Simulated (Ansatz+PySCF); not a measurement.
Results of a calculation; reference values are marked as such.
## PySCF 2.14.0 run

```python
from pyscf import gto, scf, cc

mol = gto.M(atom="""
O 0.000000 0.000000 -0.221380
H 0.000000 1.395220 0.885500
H 0.000000 -1.395220 0.885500
""", basis='6-31g', charge=0, spin=0)
mf = scf.UHF(mol)
mf.kernel()
mycc = cc.CCSD(mf, frozen=1).run()
et = mycc.ccsd_t()
print(mf.e_tot, mycc.e_corr, et, mycc.e_tot + et)
```

The script is written out from the run's settings.

The run gave:

```yaml
Converged: yes
Reference_energy: -75.64148 hartree
CCSD_correlation_energy: -0.25112 hartree
Triples_correction: -0.01056 hartree
Total_energy: -75.90316 hartree
```

The reference isn't the lowest determinant (another lies 3.89 eV lower), but the same method gives a higher total on the lower determinant. Caution: large amplitudes, a single reference is doubtful.
